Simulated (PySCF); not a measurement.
Gas-phase reaction: 3 B₂O₂ + 2 Cl₂ → 2 B₂O₃ + 2 BCl₂

Method: PySCF energies plus ideal-gas RRHO corrections (1 bar). 'Table' is the NASA 1993 thermochemical table (part measured, part estimated). After a fit of one offset per element over all species, the range-separated, M06-2X, PBE0/def2-QZVP and CCSD(T)/def2-TZVPP enthalpies, where run, lie to one side of the table for BCl₂ (+48 kJ/mol): a fault of the table's entry, another state or a shared error of the levels is possible; this was not checked at source. † marks an energy on the PBE0/def2-TZVP geometry and frequencies; other levels use their own. MP2 and CCSD(T) freeze the core. 6-31G* has spherical d functions here. Open shells (unrestricted): BCl₂ (multiplicity 2); the rest are closed-shell singlets. For this reaction the table lies outside the span of B3LYP, CCSD(T), M06-2X, MP2, PBE0, r2SCAN, ωB97M-V, ωB97X-V in their largest bases here; which side is off was not settled. MP2 isn't extrapolated to the basis-set limit; its ΔH°(298 K) is -422.2 kJ in def2-SVP and -376.9 kJ in def2-TZVPP. CCSD(T) isn't extrapolated to the basis-set limit; its ΔH°(298 K) is -399.8 kJ in def2-SVP and -361.9 kJ in def2-TZVPP. The harmonic model lacks anharmonicity and excited electronic states, which grow with temperature; levels with a mode under 35 cm⁻¹ are left out. Soft modes under 120 cm⁻¹ make the harmonic entropy rough for B₂O₃. The table's entry may be an old estimate for B₂O₂, B₂O₃, BCl₂ (not checked at source). Warning, large T1 diagnostic: B₂O₂ (CCSD(T)/def2-SVP†). Warning, point group unlike the PBE0 one: B₂O₃ (PBE/def2-SVP).

```csv
level,"ΔH°(298 K), kJ",minus table,"ΔG°(1600 K), kJ"
table,-462.8,-,-357.0
CCSD(T)/def2-SVP†,-399.8,63.0,-261.0
HF/6-31G*,-585.8,-123.0,-450.9
MP2/def2-TZVPP†,-376.9,85.9,-238.1
PBE/def2-SVP,-405.9,56.9,-290.8
ωB97X-V/def2-TZVP†,-380.6,82.2,-241.8
```
